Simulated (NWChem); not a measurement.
System: diphosphorus (P$_{2}$); SMILES P#P

Here is an NWChem input.

```
start job
memory heap 200 mb stack 900 mb global 1100 mb
geometry units angstroms noautosym nocenter noautoz
  P      0.000000     0.000000     0.952143
  P      0.000000     0.000000    -0.952143
end
basis spherical
  P library aug-cc-pvdz
end
dft
  xc xpbe96 cpbe96
  iterations 150
end
tddft
  nroots 6
  notriplet
end
task tddft energy
```

Parts of the log:

```
             Northwest Computational Chemistry Package (NWChem) 7.3.0
             --------------------------------------------------------

                             Geometry "geometry" -> ""
                             -------------------------

 Output coordinates in angstroms (scale by  1.889725989 to convert to a.u.)

  No.       Tag          Charge          X              Y              Z
 ---- ---------------- ---------- -------------- -------------- --------------
    1 P                   15.0000     0.00000000     0.00000000     0.95214300
    2 P                   15.0000     0.00000000     0.00000000    -0.95214300

 Effective nuclear repulsion energy (a.u.)      62.5246843305

  pbe96 is a nonlocal functional; adding pw91lda local functional.

                                 NWChem DFT Module
                                 -----------------

 Summary of "ao basis" -> "ao basis" (spherical)
 ------------------------------------------------------------------------------
       Tag                 Description            Shells   Functions and Types
 ---------------- ------------------------------  ------  ---------------------
 P                        aug-cc-pvdz               11       27   5s4p2d

            General Information
            -------------------
          SCF calculation type: DFT
          Wavefunction type:  closed shell.
          No. of atoms     :     2
          No. of electrons :    30
           Alpha electrons :    15
            Beta electrons :    15
          Charge           :     0
          Spin multiplicity:     1
          Use of symmetry is: off; symmetry adaption is: off
          Maximum number of iterations: 150
          AO basis - number of functions:    54
                     number of shells:    22
          Convergence on energy requested:  1.00D-06
          Convergence on density requested:  1.00D-05
          Convergence on gradient requested:  5.00D-04

              XC Information
              --------------
          PerdewBurkeErnzerhof Exchange Functional  1.000
            Perdew 1991 LDA Correlation Functional  1.000 local
           PerdewBurkeErnz. Correlation Functional  1.000 non-local

             Grid Information
             ----------------
          Grid used for XC integration:  medium
          Radial quadrature: Mura-Knowles
          Angular quadrature: Lebedev.
          Tag              B.-S. Rad. Rad. Pts. Rad. Cut. Ang. Pts.
          ---              ---------- --------- --------- ---------
          P                   1.00       88          12.0       590
          Grid pruning is: on
          Number of quadrature shells:   176
          Spatial weights used:  Erf1

      Superposition of Atomic Density Guess
      -------------------------------------

 Sum of atomic energies:        -681.30324791

      Non-variational initial energy
      ------------------------------

 Total energy =    -681.526571
 1-e energy   =   -1067.026545
 2-e energy   =     322.975290
 HOMO         =      -0.292393
 LUMO         =      -0.069960

   convergence    iter        energy       DeltaE   RMS-Dens  Diis-err
 ---------------- ----- ----------------- --------- --------- ---------
 d= 0,ls=0.0,diis     1   -682.3726767205 -7.45D+02  7.48D-03  1.51D-01
 d= 0,ls=0.0,diis     2   -682.3835512141 -1.09D-02  3.23D-03  1.03D-02
 d= 0,ls=0.0,diis     3   -682.3849203015 -1.37D-03  1.26D-03  5.24D-03
 d= 0,ls=0.0,diis     4   -682.3859670566 -1.05D-03  1.43D-04  8.04D-05
 d= 0,ls=0.0,diis     5   -682.3859843836 -1.73D-05  8.41D-06  1.77D-07
 d= 0,ls=0.0,diis     6   -682.3859844105 -2.69D-08  1.95D-07  6.30D-11

         Total DFT energy =     -682.385984410502
      One electron energy =    -1068.089893539426
           Coulomb energy =      369.263758748494
    Exchange-Corr. energy =      -46.084533950039
 Nuclear repulsion energy =       62.524684330469

 Numeric. integr. density =       30.000000162192

                       DFT Final Molecular Orbital Analysis
                       ------------------------------------

 Vector   13  Occ=2.000000D+00  E=-2.663150D-01
              MO Center= -6.6D-12,  5.5D-11, -8.5D-08, r^2= 3.2D+00
   Bfn.  Coefficient  Atom+Function         Bfn.  Coefficient  Atom+Function
  ----- ------------  ---------------      ----- ------------  ---------------
    11      0.398887  1 P  pz                38     -0.398887  2 P  pz
    14      0.266890  1 P  pz                41     -0.266890  2 P  pz
     4      0.224749  1 P  s                 31      0.224749  2 P  s
     3      0.093198  1 P  s                 30      0.093198  2 P  s
     5      0.056651  1 P  s                 32      0.056651  2 P  s

 Vector   14  Occ=2.000000D+00  E=-2.627422D-01
              MO Center=  3.3D-12,  1.4D-12,  1.2D-07, r^2= 2.3D+00
   Bfn.  Coefficient  Atom+Function         Bfn.  Coefficient  Atom+Function
  ----- ------------  ---------------      ----- ------------  ---------------
     9      0.364422  1 P  px                36      0.364422  2 P  px
    12      0.297647  1 P  px                39      0.297647  2 P  px
    21      0.053416  1 P  d  1              48     -0.053416  2 P  d  1

 Vector   15  Occ=2.000000D+00  E=-2.627422D-01
              MO Center=  1.2D-12, -5.2D-11,  1.2D-07, r^2= 2.3D+00
   Bfn.  Coefficient  Atom+Function         Bfn.  Coefficient  Atom+Function
  ----- ------------  ---------------      ----- ------------  ---------------
    10      0.364422  1 P  py                37      0.364422  2 P  py
    13      0.297647  1 P  py                40      0.297647  2 P  py
    19     -0.053416  1 P  d -1              46      0.053416  2 P  d -1

 Vector   16  Occ=0.000000D+00  E=-1.265167D-01
              MO Center=  3.2D-12,  1.5D-12, -8.8D-08, r^2= 3.5D+00
   Bfn.  Coefficient  Atom+Function         Bfn.  Coefficient  Atom+Function
  ----- ------------  ---------------      ----- ------------  ---------------
    12      0.460348  1 P  px                39     -0.460348  2 P  px
     9      0.393222  1 P  px                36     -0.393222  2 P  px
    15      0.168825  1 P  px                42     -0.168825  2 P  px
    21     -0.053621  1 P  d  1              48     -0.053621  2 P  d  1

 Vector   17  Occ=0.000000D+00  E=-1.265167D-01
              MO Center= -1.2D-12,  8.1D-11, -8.8D-08, r^2= 3.5D+00
   Bfn.  Coefficient  Atom+Function         Bfn.  Coefficient  Atom+Function
  ----- ------------  ---------------      ----- ------------  ---------------
    13      0.460348  1 P  py                40     -0.460348  2 P  py
    10      0.393222  1 P  py                37     -0.393222  2 P  py
    16      0.168825  1 P  py                43     -0.168825  2 P  py
    19      0.053621  1 P  d -1              46      0.053621  2 P  d -1

 Vector   18  Occ=0.000000D+00  E= 1.165215D-03
              MO Center=  8.4D-10,  9.2D-09,  5.9D-07, r^2= 1.4D+01
   Bfn.  Coefficient  Atom+Function         Bfn.  Coefficient  Atom+Function
  ----- ------------  ---------------      ----- ------------  ---------------
     5      2.288892  1 P  s                 32     -2.288892  2 P  s
    17     -1.311416  1 P  pz                44     -1.311416  2 P  pz
     4      0.511885  1 P  s                 31     -0.511885  2 P  s
    14     -0.484660  1 P  pz                41     -0.484660  2 P  pz
     3      0.177633  1 P  s                 30     -0.177633  2 P  s

     Multipole analysis of the density
     ---------------------------------

     L   x y z        total         alpha         beta         nuclear
     -   - - -        -----         -----         ----         -------
     0   0 0 0     -0.000000    -15.000000    -15.000000     30.000000

     1   1 0 0      0.000000      0.000000      0.000000      0.000000
     1   0 1 0     -0.000000     -0.000000     -0.000000      0.000000
     1   0 0 1     -0.000001     -0.000001     -0.000001      0.000000

     2   2 0 0    -19.446938     -9.723469     -9.723469      0.000000
     2   1 1 0      0.000000      0.000000      0.000000      0.000000
     2   1 0 1      0.000000      0.000000      0.000000      0.000000
     2   0 2 0    -19.446938     -9.723469     -9.723469      0.000000
     2   0 1 1     -0.000000     -0.000000     -0.000000      0.000000
     2   0 0 2    -18.951624    -58.037445    -58.037445     97.123267

                                NWChem TDDFT Module
                                -------------------

            General Information
            -------------------
           No. of orbitals :     108
            Alpha orbitals :      54
             Beta orbitals :      54
        Alpha frozen cores :       0
         Beta frozen cores :       0
     Alpha frozen virtuals :       0
      Beta frozen virtuals :       0
         Spin multiplicity :       1
    Number of AO functions :      54
        Use of symmetry is : off
      Symmetry adaption is : off
         Schwarz screening :  0.10D-07

              XC Information
              --------------
   PerdewBurkeErnzerhof Exchange Functional   1.00
     Perdew 1991 LDA Correlation Functional   1.00 local
    PerdewBurkeErnz. Correlation Functional   1.00 non-local

             TDDFT Information
             -----------------
          Calculation type : TDDFT
         Wavefunction type : Restricted singlets
          No. of electrons :      30
           Alpha electrons :      15
            Beta electrons :      15
              No. of roots :       6
          Max subspacesize :    5200
            Max iterations :     100
               Target root :       1
           Target symmetry : none
      Symmetry restriction : off
                 Algorithm : Optimal
        Davidson threshold :  0.10D-03

    6 smallest eigenvalue differences (eV)
--------------------------------------------------------
  No. Spin  Occ  Vir  Irrep   E(Occ)    E(Vir)   E(Diff)
--------------------------------------------------------
    1    1   15   16 a        -0.263    -0.127     3.707
    2    1   14   16 a        -0.263    -0.127     3.707
    3    1   15   17 a        -0.263    -0.127     3.707
    4    1   14   17 a        -0.263    -0.127     3.707
    5    1   13   16 a        -0.266    -0.127     3.804
    6    1   13   17 a        -0.266    -0.127     3.804
--------------------------------------------------------

  Entering Davidson iterations
  Restricted singlet excited states

  Iter   NTrls   NConv    DeltaV     DeltaE      Time
  ----  ------  ------  ---------  ---------  ---------
    1      6       1     0.34E+00   0.10+100        1.7
    2     11       1     0.12E+00   0.51E-01        2.1
    3     21       1     0.84E-01   0.22E-01        2.2
    4     31       1     0.13E-01   0.33E-02        2.3
    5     41       3     0.32E-02   0.93E-04        2.9
    6     47       5     0.87E-03   0.63E-05        1.9
    7     49       5     0.34E-03   0.29E-06        2.2
    8     51       6     0.74E-04   0.30E-07        2.0
  ----  ------  ------  ---------  ---------  ---------
  Convergence criterion met

  Ground state a        -682.385984410502 a.u.

  ----------------------------------------------------------------------------
  Root   1 singlet a              0.136225502 a.u.                3.7069 eV
  ----------------------------------------------------------------------------
     Transition Moments    X  0.00000   Y  0.00000   Z  0.00000
     Dipole Oscillator Strength                    0.0000000000
     Electric Quadrupole                           0.0000000000
     Magnetic Dipole                               0.0000000000
     Total Oscillator Strength                     0.0000000000

     Occ.   14  a   ---  Virt.   17  a    0.70662 X
     Occ.   15  a   ---  Virt.   16  a   -0.70662 X
  ----------------------------------------------------------------------------
  Root   2 singlet a              0.147965809 a.u.                4.0264 eV
  ----------------------------------------------------------------------------
     Transition Moments    X  0.00000   Y  0.00000   Z -0.00000
     Dipole Oscillator Strength                    0.0000000000
     Electric Quadrupole                           0.0000000000
     Magnetic Dipole                               0.0000000000
     Total Oscillator Strength                     0.0000000000

     Occ.   14  a   ---  Virt.   16  a    0.70663 X
     Occ.   15  a   ---  Virt.   17  a   -0.70663 X
  ----------------------------------------------------------------------------
  Root   3 singlet a              0.147965814 a.u.                4.0264 eV
  ----------------------------------------------------------------------------
     Transition Moments    X -0.00000   Y  0.00000   Z -0.00000
     Dipole Oscillator Strength                    0.0000000000
     Electric Quadrupole                           0.0000000000
     Magnetic Dipole                               0.0000000000
     Total Oscillator Strength                     0.0000000000

     Occ.   14  a   ---  Virt.   17  a    0.70663 X
     Occ.   15  a   ---  Virt.   16  a    0.70663 X
  ----------------------------------------------------------------------------
  Root   4 singlet a              0.156953998 a.u.                4.2709 eV
  ----------------------------------------------------------------------------
     Transition Moments    X -0.00000   Y -0.00000   Z -0.00000
     Dipole Oscillator Strength                    0.0000000000
     Electric Quadrupole                           0.0000001575
     Magnetic Dipole                               0.0000046647
     Total Oscillator Strength                     0.0000048222

     Occ.   13  a   ---  Virt.   16  a    0.99907 X
     Occ.   13  a   ---  Virt.   16  a   -0.05776 Y
  ----------------------------------------------------------------------------
  Root   5 singlet a              0.156953998 a.u.                4.2709 eV
  ----------------------------------------------------------------------------
     Transition Moments    X -0.00000   Y  0.00000   Z -0.00000
     Dipole Oscillator Strength                    0.0000000000
     Electric Quadrupole                           0.0000001575
     Magnetic Dipole                               0.0000046647
     Total Oscillator Strength                     0.0000048222

     Occ.   13  a   ---  Virt.   17  a   -0.99907 X
     Occ.   13  a   ---  Virt.   17  a    0.05776 Y
  ----------------------------------------------------------------------------
  Root   6 singlet a              0.225762221 a.u.                6.1433 eV
  ----------------------------------------------------------------------------
     Transition Moments    X  0.00000   Y -0.00000   Z  1.15473
     Dipole Oscillator Strength                    0.2006874770
     Electric Quadrupole                           0.0000000000
     Magnetic Dipole                               0.0000000000
     Total Oscillator Strength                     0.2006874770

     Occ.   12  a   ---  Virt.   19  a   -0.05394 X
     Occ.   13  a   ---  Virt.   18  a   -0.36456 X
     Occ.   13  a   ---  Virt.   25  a    0.22237 X
     Occ.   14  a   ---  Virt.   16  a   -0.64176 X
     Occ.   14  a   ---  Virt.   16  a    0.15874 Y
     Occ.   14  a   ---  Virt.   23  a   -0.13386 X
     Occ.   15  a   ---  Virt.   17  a   -0.64176 X
     Occ.   15  a   ---  Virt.   17  a    0.15874 Y
     Occ.   15  a   ---  Virt.   24  a   -0.13386 X

              Target root =      1
          Target symmetry = none
      Ground state energy =   -682.385984410502
        Excitation energy =      0.136225502275
     Excited state energy =   -682.249758908227

  stored tddft:energy   -682.24975890822657
```

Level: PBE/aug-cc-pVDZ, full TDDFT. Structure relaxed at the B3LYP/6-31G* (spherical d) level.
